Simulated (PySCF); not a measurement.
**Basis-set dependence of MgS at MP2**

PySCF, RHF reference; singlet, unpaired electrons none; De to Mg + S without counterpoise correction. Frozen cores follow the default of each basis and core potential.

```json
{"basis": "6-311G(d,p)", "relativity": "no relativity", "functions": "52", "Re (Å)": "2.161", "ωe (cm⁻¹)": "553", "De (eV)": "1.84", "frozen orbitals": "6"}
{"basis": "pcseg-2", "relativity": "no relativity", "functions": "53", "Re (Å)": "2.146", "ωe (cm⁻¹)": "565", "De (eV)": "2.03", "frozen orbitals": "6"}
{"basis": "def2-TZVPP", "relativity": "no relativity", "functions": "74", "Re (Å)": "2.150", "ωe (cm⁻¹)": "551", "De (eV)": "2.20", "frozen orbitals": "6"}
```

Problem. How does each smaller set differ from the one with most functions, def2-TZVPP?

Solution. 6-311G(d,p): +1.1 pm, +0.4 % in ωe, -0.36 eV in De; pcseg-2: -0.4 pm, +2.5 % in ωe, -0.17 eV in De. All at MP2; the set with most functions is neither the basis-set limit nor always the best.

Correlated steps freeze 6 core orbitals. Where the molecule has an RHF reference, its open-shell atoms are computed with UHF.
